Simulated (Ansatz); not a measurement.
Z-matrix (Å, degrees):
```
C
C 1 1.518
H 1 1.093 2 111.2
H 1 1.091 2 109.8 3 120.2
H 1 1.093 2 110.6 3 -120.0
O 2 1.413 1 111.8 3 -174.2
C 2 1.512 1 112.5 3 61.0
H 2 1.096 1 109.5 3 -57.7
H 6 0.963 2 107.4 1 -67.4
F 7 1.390 2 109.3 1 62.3
H 7 1.093 2 110.5 1 -179.7
H 7 1.094 2 111.6 1 -56.9
```

The species carries charge 0 and has multiplicity 1.

(1) List the PBE0/def2-TZVPP orbital energies in eV (the Gaussian-basis code of Ansatz). (An estimate is asked.)

Answers

(1) The calculation gave: Occupied: -673.74, -522.65, -280.16, -279.76, -278.00, -33.50, -28.83, -21.89, -19.64, -17.14, -14.64, -14.34, -13.96, -12.75, -12.37, -11.30, -10.72, -10.57, -9.76, -9.30, -8.04. Lowest empty: 1.10, 1.75, 2.47, 2.63, 2.79, 3.04, 3.70, 3.87.
